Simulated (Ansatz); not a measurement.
fcc Al, treated with PBEsol (Ansatz, a quantum-chemistry and plane-wave program, plane waves, PAW).

Run with plane-wave cutoff 500 eV, 30×30×30 k mesh, Fermi–Dirac smearing 0.1 eV, scalar-relativistic PAW data made under PBE.

Computed at the level's own relaxed cell.

**Question.** What does this level give for the equilibrium volume per atom and equilibrium lattice constant a?

**Answer.** 
equilibrium volume per atom: 16.18 Å³/atom
equilibrium lattice constant a: 4.015 Å

Measured, for comparison: equilibrium volume per atom 16.22 Å³/atom, lattice constant a 4.018 Å (static lattice: zero-point anharmonic expansion removed; as tabulated in Mejia-Rodriguez and Trickey (2018), arXiv:1807.09216). Computed (rounded) less measured: equilibrium volume per atom -0.2 %, lattice constant a -0.1 %.
